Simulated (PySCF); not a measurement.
Atom-mapped SMILES (the numbers label the heavy atoms): `[CH3:1][CH:2]([CH3:3])[C@H:4]1[CH2:5][S:6]1`; H(Xn) means a hydrogen on atom n. Ha(C5) is cis to C2 on the ring; Hb(C5) is trans to C2 on the ring.

PySCF 2.14.0 with density-fitted response routines calculation with shielding tensors at HF/pcSseg-2 (GIAO) and coordinates at the PBE0-D3(BJ)/def2-SVP level; a single conformation, one averaged value for each set of equivalent atoms, relativity neglected, gas phase.

Scale: TMS for ¹³C (191.47 ppm), ¹H (31.68 ppm); ³³S (522.21 ppm) against CS2 (reference shieldings calculated alike).

```tsv
atoms	nucleus	count	δ (ppm)
H(C2)	¹H	1	0.55
H(C4)	¹H	1	2.09
C2	¹³C	1	36.7
C3	¹³C	1	?
S6	³³S	1	?
C4	¹³C	1	38.9
Hb(C5)	¹H	1	?
Ha(C5)	¹H	1	1.84
H(C3)	¹H	3	?
H(C1)	¹H	3	1.07
C1	¹³C	1	22.9
C5	¹³C	1	23.5
```

Estimate the values marked ?.

Results:


- C3: 23.7 ppm, methyl carbon; saturated and bonded to C and H only
- Hb(C5): 2.22 ppm, hydrogen on a thiirane ring carbon
- H(C3): 1.14 ppm, hydrogen on a methyl carbon; far from electronegative atoms and π systems
- S6: -258 ppm, sulfide sulfur

Shifts are as computed, not scaled to solution data. Of 1211 compounds with measured shifts, 218 miss one by over three times the rms of a fit or turn the order of signals round; such compounds aren't used in these exercises.
